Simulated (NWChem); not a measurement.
Program: NWChem. System: butadiene (C$_{4}$H$_{6}$), charge 0, spin multiplicity 1, at a geometry optimised with PBE0/def2-SVP. Level: CCSD(T)/STO-3G, 4 core orbitals frozen.

Job file:

```
start mol
memory heap 100 mb stack 700 mb global 1900 mb
geometry units angstroms nocenter noautoz
  C     -1.727995    -0.662814     0.000000
  C     -0.700062     0.197314     0.000000
  C      0.700062    -0.197314     0.000000
  C      1.727995     0.662814     0.000000
  H     -1.563242    -1.745056     0.000000
  H     -2.764317    -0.316901     0.000000
  H     -0.902269     1.275467     0.000000
  H      0.902269    -1.275467     0.000000
  H      2.764317     0.316901     0.000000
  H      1.563242     1.745056     0.000000
  symmetry group C2h
end
basis spherical
  * library sto-3g
end
scf
  rhf
  nopen 0
  maxiter 100
  thresh 1e-7
  semidirect memsize 60000000 filesize 0
end
ccsd
  freeze core 4
  maxiter 60
end
task ccsd(t) energy
```

Output (cleaned and shortened):

```
             Northwest Computational Chemistry Package (NWChem) 7.3.0
             --------------------------------------------------------

                                NWChem Input Module
                                -------------------

 Scaling coordinates for geometry "geometry" by  1.889725989
 (inverse scale =  0.529177249)

 Turning off AUTOSYM since
 SYMMETRY directive was detected!

                             Geometry "geometry" -> ""
                             -------------------------

 Output coordinates in angstroms (scale by  1.889725989 to convert to a.u.)

  No.       Tag          Charge          X              Y              Z
 ---- ---------------- ---------- -------------- -------------- --------------
    1 C                    6.0000    -1.72799500    -0.66281400     0.00000000
    2 C                    6.0000    -0.70006200     0.19731400     0.00000000
    3 C                    6.0000     0.70006200    -0.19731400     0.00000000
    4 C                    6.0000     1.72799500     0.66281400     0.00000000
    5 H                    1.0000    -1.56324200    -1.74505600     0.00000000
    6 H                    1.0000    -2.76431700    -0.31690100     0.00000000
    7 H                    1.0000    -0.90226900     1.27546700     0.00000000
    8 H                    1.0000     0.90226900    -1.27546700     0.00000000
    9 H                    1.0000     2.76431700     0.31690100     0.00000000
   10 H                    1.0000     1.56324200     1.74505600     0.00000000

 Effective nuclear repulsion energy (a.u.)     103.4646516301

            Nuclear Dipole moment (a.u.)
            ----------------------------
        X                 Y               Z
 ---------------- ---------------- ----------------
     0.0000000000    -0.0000000000     0.0000000000

      Symmetry information
      --------------------

 Group name             C2h
 Group number             21
 Group order               4
 No. of unique centers     5

      Symmetry unique atoms

     1    2    5    6    7


 Summary of "ao basis" -> "" (spherical)
 ------------------------------------------------------------------------------
[...]
task        30 out of       171 done  17%  at       0.0 secs
task        36 out of       171 done  21%  at       0.0 secs
task        43 out of       171 done  25%  at       0.0 secs
task        52 out of       171 done  30%  at       0.1 secs
task        60 out of       171 done  35%  at       0.1 secs
task        71 out of       171 done  41%  at       0.1 secs
task        77 out of       171 done  45%  at       0.1 secs
task        87 out of       171 done  50%  at       0.1 secs
task        95 out of       171 done  55%  at       0.1 secs
task       108 out of       171 done  63%  at       0.1 secs
task       114 out of       171 done  66%  at       0.1 secs
task       120 out of       171 done  70%  at       0.1 secs
task       129 out of       171 done  75%  at       0.1 secs
task       137 out of       171 done  80%  at       0.1 secs
task       146 out of       171 done  85%  at       0.1 secs
task       154 out of       171 done  90%  at       0.1 secs
task       163 out of       171 done  95%  at       0.2 secs
task       171 out of       171 done 100%  at       0.2 secs
 commencing triples evaluation - blocking       1
 ccsd(t): done        1 out of       11 progress:    9.1%
 ccsd(t): done        2 out of       11 progress:   18.2%
 ccsd(t): done        3 out of       11 progress:   27.3%
 ccsd(t): done        4 out of       11 progress:   36.4%
 ccsd(t): done        5 out of       11 progress:   45.5%
 ccsd(t): done        6 out of       11 progress:   54.5%
 ccsd(t): done        7 out of       11 progress:   63.6%
 ccsd(t): done        8 out of       11 progress:   72.7%
 ccsd(t): done        9 out of       11 progress:   81.8%
 ccsd(t): done       10 out of       11 progress:   90.9%
 ccsd(t): done       11 out of       11 progress:  100.0%
 Time for integral evaluation pass     1        0.17
 Time for triples evaluation pass      1        0.08

 pseudo-e(mp4)  -0.29172925796851E-02
 pseudo-e(mp5)   0.19543220836680E-04
        e(t)    -0.28977493588485E-02

 --------------
 CCSD(T) Energy
 --------------
 Reference energy:                    -153.016692461895445

 CCSD corr. energy:                     -0.307978139185559
 T(CCSD) corr. energy:                  -0.002917292579685
 Total CCSD+T(CCSD) energy:           -153.327587893660677

 CCSD corr. energy:                     -0.307978139185559
 (T) corr. energy:                      -0.002897749358848
 Total CCSD(T) energy:                -153.327568350439861

 routine      calls  cpu(0)   cpu-min  cpu-ave  cpu-max   i/o
 aoccsd          1     0.00     0.00     0.00     0.00    0.00
 iterdrv         1     0.00     0.00     0.00     0.00    0.00
 pampt          12     0.02     0.02     0.02     0.02    0.00
 t2pm           12     0.04     0.04     0.04     0.04    0.00
 sxy            12     0.07     0.07     0.07     0.07    0.00
 ints       347628     3.45     3.45     3.45     3.45    0.00
 t2eri        2052     0.17     0.17     0.17     0.17    0.00
 idx2         2052     0.23     0.23     0.23     0.23    0.00
 idx34          12     0.02     0.02     0.02     0.02    0.00
 ht2pm          12     0.04     0.04     0.04     0.04    0.00
 itm            12     0.13     0.13     0.13     0.13    0.00
 pdiis          12     0.00     0.00     0.00     0.00    0.00
 triples         1     0.00     0.00     0.00     0.00    0.00
 rdtrpo          1     0.00     0.00     0.00     0.00    0.00
 trpmos          1     0.17     0.17     0.17     0.17    0.00
 trpdrv          1     0.02     0.02     0.02     0.02    0.00
 dovvv       15972     0.02     0.02     0.02     0.02    0.00
 doooo       15972     0.02     0.02     0.02     0.02    0.00
 tengy       14641     0.02     0.02     0.02     0.02    0.00
 Total                 4.42     4.42     4.42     4.42    0.00

 Task  times  cpu:        4.9s     wall:        4.9s

 Total times  cpu:        5.0s     wall:        5.0s
```
